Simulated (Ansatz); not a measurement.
# One shape, several levels: COF2 (carbonyl fluoride)

Wanted: a comparison of 6 runs (UHF/STO-3G, B2PLYP/STO-3G, B3LYP/STO-3G, revPBE/STO-3G, CCSDT(Q)/STO-3G, UCCSD(T)/STO-3G) of COF2 (carbonyl fluoride). 

The results are computed with Ansatz 0.2.0.

55 further runs of the same task are left out: 6 that didn't finish, 49 set aside as unsound or not needed.

**1. The system as given**

COF2: 4 atoms, total charge 0, spin state singlet. SMILES: `O=C(F)F`. The F3–C2 distance was set to 1.975 Å, away from the relaxed value. At this shape a bond of the SMILES string is far longer than usual.

Bond lengths: O1–C2 1.159 Å, C2–F4 1.317 Å. Angles: O1–C2–F4 126.7°. A long bond or contact: C2–F3 1.975 Å.

**2. The energy at UHF/STO-3G (run 1)**

File run.yaml:

```yaml
crystal:
  periodic: [false, false, false]
  atoms:
    - {symbol: O, position_ang: [-1.720591, 0.247766, -0.050876]}
    - {symbol: C, position_ang: [-0.579291, 0.391926, -0.191886]}
    - {symbol: F, position_ang: [0.851050, -0.823360, 0.422470]}
    - {symbol: F, position_ang: [0.018489, 1.398956, -0.794066]}
basis:
  gaussian:
    orbitals: STO-3G
magnetization:
  spin_polarized: true
  initial_magnetization: 0
hamiltonian:
  xc: hf
accuracy: high
total_charge: 0
```

The run is started by

```bash
ansatz run run.yaml --threads 1 --pin off --max-ram 2610MiB --events-out events.jsonl --progress --plain --runs-dir runs
```

The program printed:

```text
Warning: RAYON_NUM_THREADS=1 ignored (pool sized by the plan → 1); use --threads N
Functional definition: HF
  name "HF"
  exchange = exact_x
  correlation = 0
360 factors; integrals over basis functions are off by at most 4.8e-8 eV
mean field evaluation 1: about -8348.5421 eV, gradient 3.0e1 eV
mean field evaluation 2: about -8348.6216 eV, gradient 3.0e1 eV
mean field evaluation 4: about -8357.4713 eV, gradient 2.7e0 eV
mean field evaluation 8: about -8357.5972 eV, gradient 6.4e-2 eV
mean field evaluation 16: about -8357.5794 eV, gradient 7.8e-3 eV
mean field evaluation 32: about -8358.1423 eV, gradient 3.4e0 eV
mean field evaluation 64: about -8358.2760 eV, gradient 3.3e-1 eV
mean field evaluation 96: about -8358.8650 eV, gradient 3.5e0 eV
mean field evaluation 128: about -8358.2710 eV, gradient 1.2e0 eV
mean field evaluation 160: about -8358.2442 eV, gradient 1.1e0 eV
mean field evaluation 192: about -8349.6568 eV, gradient 1.2e1 eV
mean field evaluation 224: about -8351.3401 eV, gradient 4.6e0 eV
mean field evaluation 256: about -8350.4623 eV, gradient 1.3e1 eV
mean field -8359.44339409 eV, -307.2038784986 hartree, gradient 2.5e-8 eV, S^2 0.837968; 4 other end points of the search recorded, 0 dependent functions left out
reference -8359.44339409 eV, -307.2038784986 hartree; 16, 16 occupied and 4, 4 virtual orbitals, 360 factors
Total energy: -8359.44339409 eV, -307.2038784986 hartree
```

Wall time 0.62 s (1 thread of Intel Xeon Platinum 8375C at 2.90GHz (Ice Lake), shared host).

**3. The energy at B2PLYP/STO-3G (run 2)**

File in.yaml:

```yaml
crystal:
  periodic: [false, false, false]
  atoms:
    - {symbol: O, position_ang: [-1.720591, 0.247766, -0.050876]}
    - {symbol: C, position_ang: [-0.579291, 0.391926, -0.191886]}
    - {symbol: F, position_ang: [0.851050, -0.823360, 0.422470]}
    - {symbol: F, position_ang: [0.018489, 1.398956, -0.794066]}
basis:
  gaussian:
    orbitals: STO-3G
hamiltonian:
  xc: {name: B2PLYP}
correlation:
  frozen_orbitals: {C: 1, F: 1, O: 1}
accuracy: high
```

The run is started by

```bash
ansatz run in.yaml --threads 1 --pin off --max-ram 2610MiB --events-out events.jsonl --progress --plain --runs-dir runs
```

The program printed, cut to the lines that bear on the results:

```text
Warning: RAYON_NUM_THREADS=1 ignored (pool sized by the plan → 1); use --threads N
Functional definition: B2PLYP
  name "B2PLYP"
[...]
360 factors; integrals over basis functions are off by at most 4.8e-8 eV
[...]
mean field -8381.71714506 eV, -308.0224237489 hartree, gradient 9.7e-8 eV, S^2 0.000000; 0 other end points of the search recorded, 0 dependent functions left out; unrestricted orbitals would lower it
4 core orbitals not correlated: weight in the atoms' cores, before any rotation towards them, 1.000 or more for the frozen orbitals, at most 0.000 for the correlated occupied ones
reference -8381.71715555 eV, -308.0224241345 hartree; 12, 12 occupied and 4, 4 virtual orbitals, 360 factors
second order -7.75952282 eV of doubles, -0.00000000 eV of singles
Total energy: -8383.81222671 eV, -308.0994165796 hartree
```

Wall time 1.2 s (1 thread of Intel Xeon Platinum 8375C at 2.90GHz (Ice Lake), shared host); peak memory 0.11 GiB.

Runs 3 to 5 aren't shown in full; the table further down has their settings and results.

**4. The energy at UCCSD(T)/STO-3G (run 6)**

in.yaml: that of step 3 with these lines changed.

```diff
@@ -8,8 +8,6 @@
 basis:
-  gaussian:
-    orbitals: STO-3G
-hamiltonian:
-  xc: {name: B2PLYP}
-correlation:
-  frozen_orbitals: {C: 1, F: 1, O: 1}
+  gaussian: {orbitals: STO-3G}
+magnetization: {spin_polarized: true, initial_magnetization: 0}
+correlation: {method: ccsd_t, frozen_orbitals: {C: 1, F: 1, O: 1}}
+scf: {omitted_lower_state_checks: [cluster_reference, increment]}
 accuracy: high
```

The run is started by

```bash
ansatz run in.yaml --threads 1 --pin off --max-ram 2610MiB --events-out events.jsonl --progress --plain --runs-dir runs
```

The program printed:

```text
Warning: RAYON_NUM_THREADS=1 ignored (pool sized by the plan → 1); use --threads N
[... 16 lines left out ...]
4 core orbitals not correlated: weight in the atoms' cores, before any rotation towards them, 1.000 or more for the frozen orbitals, at most 0.000 for the correlated occupied ones
[... 46 lines left out ...]
Total energy: -8364.38595382 eV, -307.3855142186 hartree
Checks for a lower state left out: cluster_reference, increment
```

It took 1 s on 1 thread of Intel Xeon Platinum 8375C at 2.90GHz (Ice Lake), shared host.

**5. The series**

```tsv
run	level	frozen core orbitals	energy (Eh)	wall time
1	UHF/STO-3G	–	-307.203878	0.62 s
2	B2PLYP/STO-3G	4	-308.099417	1.2 s
3	B3LYP/STO-3G	–	-308.445645	0.89 s
4	revPBE/STO-3G	–	-308.420796	0.83 s
5	CCSDT(Q)/STO-3G	4	-307.393039	0.77 s
6	UCCSD(T)/STO-3G	4	-307.385514	1 s
```

**6. What came out**

```
                                          quantity          value
                               run 6: total energy  -307.38551 Eh
run 6: correlation energy (4 core orbitals frozen)     -181.6 mEh
                             run 6: (T) correction     -12.65 mEh
          run 6: ⟨S²⟩ of the reference determinant          0.838
                              run 6: T1 diagnostic          0.049
```

**Reading.** Below the UHF energy at the same shape and in the same basis (STO-3G): CCSDT(Q) -189.2 mEh; UCCSD(T) -181.6 mEh. Some of these start from another determinant than that one, so these aren't their correlation energies. Totals of different functionals can't be ranked against each other. In runs 2, 5 the log says that unrestricted orbitals would lower the reference, so the values rest on an unstable closed-shell determinant (other closed-shell runs at this shape may share the fault). In runs 1, 2, 3, 4, 5, 6 the basis is minimal, so the values are rough. Spin contamination of the reference: run 1 ⟨S²⟩ = 0.84, run 6 ⟨S²⟩ = 0.84. Where it is this large, the reference is a mixture of spin states, and values that rest on it are in doubt. All runs together took 5.3 s, the longest 1.2 s.
